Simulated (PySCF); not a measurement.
## Vibration and rotation of LiS

UHF-CCSD(T) constants of LiS, ²Π (doublet), unpaired electrons π ↑ (PySCF, spin-free X2C with a Gaussian nucleus, basis sets Li x2c-TZVPPall, S x2c-TZVPPall; masses 7.0160 and 31.9721 u):

* ωe: 584.3 cm⁻¹
* ωexe: 3.73 cm⁻¹
* Be: 0.62956 cm⁻¹
* αe: 0.00659 cm⁻¹
* D (centrifugal): 2.92e-06 cm⁻¹
* De to Li + S: 2.96 eV

(1) Give the vibrational terms G(v) and spacings up to v = 6.

(2) How well does the Morse estimate ωe²/(4ωexe) reproduce De, and what is D0?

Correlated steps freeze 5 core orbitals. The state was picked by a PBE0 search and need not be the measured ground state.

Results:

(1) G(v) = ωe(v+½) − ωexe(v+½)².

| v | G(v) (cm⁻¹) | G(v) − G(v−1) | Bv (cm⁻¹) |
| --- | --- | --- | --- |
| 0 | 291.2 |  | 0.6263 |
| 1 | 868.1 | 576.8 | 0.6197 |
| 2 | 1437.4 | 569.4 | 0.6131 |
| 3 | 1999.4 | 561.9 | 0.6065 |
| 4 | 2553.8 | 554.5 | 0.5999 |
| 5 | 3100.8 | 547.0 | 0.5933 |
| 6 | 3640.4 | 539.5 | 0.5867 |

(2) It gives 2.84 eV, 96 % of the computed De. D0 = De − G(0) = 2.96 − 0.04 = 2.92 eV.
